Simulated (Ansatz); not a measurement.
Two isomers of C6H12: A = `C/C=C/C(C)C`, B = `CC(C)=C(C)C`.

Isolated molecules relaxed with PBE0-D4/def2-TZVP in Ansatz; ΔE leaves out vibrations. CCSD(T)/CBS is the MP2 limit (def2-TZVPP, def2-QZVPP) plus CCSD(T) − MP2 in def2-TZVPP, frozen cores. Functionals use def2-TZVPP. B3LYP here is the variant with VWN-RPA as its local correlation; programs differ in this. Each species was taken in one conformer, which may not be the lowest.

(1) Which is lower in electronic energy at CCSD(T)/CBS, and by how much? (Estimate.)

(2) Give E(B) − E(A) in kcal/mol with B3LYP-D4, CCSD(T)/def2-SVP, ωB97M-V, PBE-D4, MP2/def2-TZVPP, HF/def2-TZVPP, r2SCAN-D4. (Estimate.)

Largest T1 diagnostic: 0.009.

## Answers

(1) Ansatz gave: A, by 2.1 kcal/mol.

(2) The calculation gave: B3LYP-D4 1.2, CCSD(T)/def2-SVP 1.8, ωB97M-V 1.3, PBE-D4 0.1, MP2/def2-TZVPP 1.5, HF/def2-TZVPP 5.5, r2SCAN-D4 1.0. None reverses the order clearly.

Leaving LDA and LC-ωPBE aside and taking each functional with its dispersion term where it has one, the values, not all of them listed here, spread over 2.4 kcal/mol, from revPBE-D4 to BHLYP-D4. LDA lies −1.5 kcal/mol from PBE without D4. From BLYP to BHLYP (50 % exact exchange), in def2-TZVPP and without D4, E(B) − E(A) moves by +1.2 kcal/mol.
